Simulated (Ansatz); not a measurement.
Reaction (SMILES): CC(N)=O → C(C)(=O)[NH-] + H+
B3LYP-D3(BJ)/def2-TZVP geometries, fixed; electronic energies without zero-point terms.
Largest species:
```
C
O 1 1.2153
N 1 1.3630 2 122.17
H 3 1.0030 1 122.47 2 -179.98
H 3 1.0062 4 119.16 1 -179.92
C 1 1.5156 2 122.10 3 -179.97
H 6 1.0899 1 108.49 2 -57.78
H 6 1.0899 7 109.20 1 124.50
H 6 1.0900 7 107.54 8 118.34
```
Charge 0, spin multiplicity 1.

Basis-set convergence of the deprotonation energy at B3LYP with Ansatz (a program for electronic structure). All functions are spherical. The program fits the integrals of some runs and decomposes those of others, by size. Species with rotatable bonds are taken in one conformer. The proton leaves the site shown, which need not be the most acidic. No added dispersion term, no relativity. Functions are those of the species that has most. Reference: the value in aug-pcseg-3, 370.16 kcal/mol, itself unsure by roughly 0.09 kcal/mol (its mean distance from aug-cc-pVQZ, def2-QZVPPD). Deviations are taken from unrounded values.

```json
[
 {"basis": "pcseg-0", "functions": "46"},
 {"basis": "pcseg-1", "functions": "81"},
 {"basis": "aug-pcseg-1", "functions": "137"},
 {"basis": "pcseg-2", "functions": "190"},
 {"basis": "aug-pcseg-2", "functions": "299"},
 {"basis": "pcseg-3", "functions": "405"},
 {"basis": "aug-pcseg-3", "functions": "585"},
 {"basis": "pcseg-4", "functions": "709"}
]
```

Which is the smallest pcseg set listed that can be trusted to 0.5 kcal/mol here, that is, within that of the reference together with its larger relatives (same family, alike in diffuse functions; a set with none to test it counts only in the reference's own line)?

The smallest set listed that lies within 0.5 kcal/mol of the reference with all its larger relatives (same family, alike in diffuse functions; a set with none counts only in the reference's own line) is aug-pcseg-2 (299 functions, -0.16 kcal/mol off). Value minus reference: pcseg-0 13.18, pcseg-1 4.52, aug-pcseg-1 -2.92, pcseg-2 1.43, aug-pcseg-2 -0.16, pcseg-3 0.21, aug-pcseg-3 0.00, pcseg-4 0.06 kcal/mol.
